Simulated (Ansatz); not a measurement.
# AlH2O: the cost of one run

Method: UKS PBE-D4/def2-SVP, in Ansatz 0.2.0.

### Step 1. The structure to begin with

Bond lengths: O1–Al2 1.867 Å, O1–H3 0.943 Å, Al2–H4 1.554 Å. Angles: O1–Al2–H4 123.5°, Al2–O1–H3 104.0°.

As a file:

```xyz
4

O     0.0206   -0.7795    0.8796
Al    0.3367    0.8043   -0.0570
H     0.3244   -1.4545    0.2955
H    -0.6261    1.3695   -1.1383
```

### Step 2. End point A

Contents of input.yaml:

```yaml
crystal:
  periodic: [false, false, false]
  atoms:
    - { symbol: O, position_ang: [0.0206, -0.7795, 0.8796] }
    - { symbol: Al, position_ang: [0.3367, 0.8043, -0.057] }
    - { symbol: H, position_ang: [0.3244, -1.4545, 0.2955] }
    - { symbol: H, position_ang: [-0.6261, 1.3695, -1.1383] }
magnetization:
  spin_polarized: true
  initial_magnetization: 1
basis:
  gaussian: { orbitals: def2-SVP }
hamiltonian:
  xc: pbe
  dispersion: d4
relax:
  f_tol: 0.02
  max_steps: 50
```

Run with:

```console
$ ansatz run input.yaml --threads 1 --pin off --max-ram 2048MiB --backend cpu --events-out ev --progress --plain --runs-dir out
```

What time and memory should one allow on 1 thread of Arm Neoverse V2, shared host?

About 12 s, with a peak of 0.11 GiB.
